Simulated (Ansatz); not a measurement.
1T (CdI2-type) TiTe₂, treated with r²SCAN+rVV10 (plane waves, PAW; Ansatz, an electronic-structure program).

Numerical settings: plane-wave cutoff 500 eV, 12×12×6 k mesh (along the axes of the cell as run), Fermi–Dirac smearing 0.05 eV, scalar-relativistic PAW data made under PBE.

Computed at the level's own relaxed cell.

### Question
What does this level give for the equilibrium volume per atom, equilibrium lattice constant a and lattice parameter c?

### Answer

* **equilibrium volume per atom**: 27.26 Å³/atom
* **equilibrium lattice constant a**: 3.785 Å
* **lattice parameter c**: 6.591 Å

Spin–orbit coupling is not included.

Cost on a shared machine: roughly 4 core-minutes.
